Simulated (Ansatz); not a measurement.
Born–Oppenheimer molecular dynamics of AlH5OSi (8 atoms, charge 0, multiplicity 1). It starts at the highest image of a converged band. Of that band: Neighbouring images differ by up to 1.2 eV, so the band resolves the path poorly. A vibrational analysis at the climbing image gives one clearly imaginary mode, 1293i cm⁻¹: a first-order saddle point.

These are results of Ansatz 0.2.0, RKS PBE-D4/def2-SVP, not measurements.

```json
{
  "ensemble": "NVE (velocity Verlet)",
  "time step": "0.5 fs",
  "steps asked": "200",
  "starting velocities drawn for": "100 K",
  "seed": "10077"
}
```

First frame:

```xyz
8
Properties=species:S:1:pos:R:3
Al 0.609 -0.086 -0.770
O 0.391 -0.128 1.126
Si -0.221 -0.322 2.711
H -1.647 -0.790 2.618
H 0.605 -1.341 3.443
H -0.155 0.990 3.440
H 1.549 0.202 0.677
H -0.787 -0.504 -1.516
```

Question: How far do the bonds stretch over the last three quarters of this one trajectory? (Pairs bonded in most of those frames.)

Answer: 
```json
{"bond": "Al1–H8", "mean (Å)": "1.691", "spread (Å)": "0.012", "shortest": "1.67", "longest": "1.71"}
{"bond": "O2–Si3", "mean (Å)": "1.722", "spread (Å)": "0.024", "shortest": "1.67", "longest": "1.75"}
{"bond": "O2–H7", "mean (Å)": "0.984", "spread (Å)": "0.032", "shortest": "0.93", "longest": "1.04"}
{"bond": "Si3–H4", "mean (Å)": "1.500", "spread (Å)": "0.034", "shortest": "1.44", "longest": "1.55"}
{"bond": "Si3–H5", "mean (Å)": "1.505", "spread (Å)": "0.016", "shortest": "1.48", "longest": "1.53"}
{"bond": "Si3–H6", "mean (Å)": "1.507", "spread (Å)": "0.020", "shortest": "1.48", "longest": "1.54"}
```

Pairs bonded in part of these frames only: Al1–O2 31 %.

Mean temperature of the second half: 455 K. The conserved energy stayed within 0.15 meV per atom of its start (net change -0.11 meV per atom), so the integration is sound. The kinetic energy rose, since the run started high on the potential surface and went downhill. It ends in pieces (AlH + H4OSi), so much of that is their flight and rotation, not heat. A run of 0.1 ps of so small a system gives no equilibrium averages. The orbitals stay closed-shell, which can raise the energy where a bond breaks towards radicals; this wasn't checked here.

Time of the run: 3.1 min on 1 thread of Intel(R) Xeon(R) 6975P-C (Granite Rapids), on a shared host, peak memory 0.14 GiB.
